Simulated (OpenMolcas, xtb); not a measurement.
How methods differ on AlSiH4O (SMILES [AlH][O][SiH3])

AlSiH4O has 7 atoms, charge 0, and is taken as a doublet. As SMILES, `[AlH][O][SiH3]`. The shape is that of a PBE0-D4/def2-TZVP optimisation. This is one conformer, not always the lowest.

Quantity: the vertical ionisation energy (to the singlet cation), in eV. The values are calculated.

| level | kind | program | value (eV) | CPU time (all runs) |
| --- | --- | --- | --- | --- |
| GFN1-xTB | semi-empirical | xtb | 12.86 | under 2 s |
| UHF/aug-cc-pVDZ | Hartree–Fock | OpenMolcas | 7.82 | 30 s |
| USVWN5/aug-cc-pVDZ | LDA | OpenMolcas | 7.77 | 64 s |
| U-revPBE/aug-cc-pVDZ | GGA | OpenMolcas | 7.81 | 98 s |
| UTPSS/aug-cc-pVDZ | meta-GGA | OpenMolcas | 7.91 | 2.1 min |
| UBHLYP/aug-cc-pVDZ | global hybrid | OpenMolcas | 8.00 | 94 s |

The values span 7.77 to 12.86 eV. The xTB values lack the empirical shift that such differences need. CPU times are rough (shared hosts, several kinds of processor and program).
